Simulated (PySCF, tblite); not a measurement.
Isomers of C4H7OS (doublet state), one GFN2-xTB conformer each. Single-point energies are computed at B3LYP/pcH-1 (PySCF, gas phase, no added dispersion term), electronic only. GFN2-xTB treats the open shell by occupation alone, and not every SCF solution was tested for stability.

| SMILES | GFN2-xTB relative energy (kJ/mol) |
| --- | --- |
| [CH2]C(=O)[C@@H](C)S | 76.3 |
| C[C@@H]1[CH][S@@](=O)C1 | 144.0 |
| [CH2]C(=C)[S@@](C)=O | 168.7 |
| CCOC[C]=S | 132.0 |
| [CH2][C@H](S)C(C)=O | 104.7 |
| C[C](S)C(C)=O | 0.0 |
| CS[C@H]1C[CH]O1 | 141.6 |

Conformers: `[CH2:1][C:2](=[O:3])[C@@H:4]([CH3:5])[SH:6]` (doublet state) with H–C1–C2–O3 -3° and 180°, C1–C2–C4–C5 71°, C2–C4–S6–H -10°; `[CH3:1][C@@H:2]1[CH:3][S@@:4](=[O:5])[CH2:6]1` (doublet state) with C1–C2–C3–S4 -100°, C2–C3–S4–O5 -125°, C3–S4–C6–C2 15°, C1–C2–C6–S4 102°; `[CH2:1][C:2](=[CH2:3])[S@@:4]([CH3:5])=[O:6]` (doublet state) with H–C1–C2–C3 178° and -1°, C1–C2–S4–C5 -100°; `[CH3:1][CH2:2][O:3][CH2:4][C:5]=[S:6]` (doublet state) with C1–C2–O3–C4 180°, C2–O3–C4–C5 180°, O3–C4–C5–S6 0°; `[CH2:1][C@H:2]([SH:3])[C:4]([CH3:5])=[O:6]` (doublet state) with H–C1–C2–S3 81° and -91°, C1–C2–S3–H -60°, C1–C2–C4–C5 -155°; `[CH3:1][C:2]([SH:3])[C:4]([CH3:5])=[O:6]` (doublet state) with C1–C2–S3–H 0°, C1–C2–C4–C5 180°; `[CH3:1][S:2][C@H:3]1[CH2:4][CH:5][O:6]1` (doublet state) with C1–S2–C3–C4 -167°.

What does B3LYP/pcH-1 give for the same structures?

```tsv
SMILES	B3LYP/pcH-1 E (Eh)	B3LYP/pcH-1 (kJ/mol)	GFN2-xTB (kJ/mol)	point group
C[C](S)C(C)=O	-630.04490	0.0	0.0	Cs
[CH2]C(=O)[C@@H](C)S	-630.01510	78.2	76.3	C1
[CH2][C@H](S)C(C)=O	-630.01322	83.2	104.7	C1
CCOC[C]=S	-629.98841	148.3	132.0	Cs
CS[C@H]1C[CH]O1	-629.97275	189.4	141.6	C1
[CH2]C(=C)[S@@](C)=O	-629.95819	227.7	168.7	C1
C[C@@H]1[CH][S@@](=O)C1	-629.93785	281.1	144.0	–
```

Both levels put the same isomer lowest; measured from each level's own lowest isomer, the values differ by up to 137.1 kJ/mol (C[C@@H]1[CH][S@@](=O)C1: 144.0 against 281.1). As drawn, the lowest has an S–H bond, which the highest lacks; the highest has a four-membered ring, which the lowest lacks. Neighbours under 21 kJ/mol apart ([CH2]C(=O)[C@@H](C)S and [CH2][C@H](S)C(C)=O) can change places with a better method, another conformer or zero-point energy.

What happens when harmonic zero-point energies from GFN2-xTB frequencies are added?

```csv
SMILES,ZPE (kJ/mol),electronic (kJ/mol),with ZPE (kJ/mol)
C[C](S)C(C)=O,254.2,0.0,0.0
[CH2]C(=O)[C@@H](C)S,252.1,78.2,76.1
[CH2][C@H](S)C(C)=O,248.3,83.2,77.2
CCOC[C]=S,262.5,148.3,156.5
CS[C@H]1C[CH]O1,260.9,189.4,196.1
[CH2]C(=C)[S@@](C)=O,251.6,227.7,225.1
C[C@@H]1[CH][S@@](=O)C1,262.4,281.1,289.2
```

The zero-point energies span 14.2 kJ/mol. The order is unchanged.
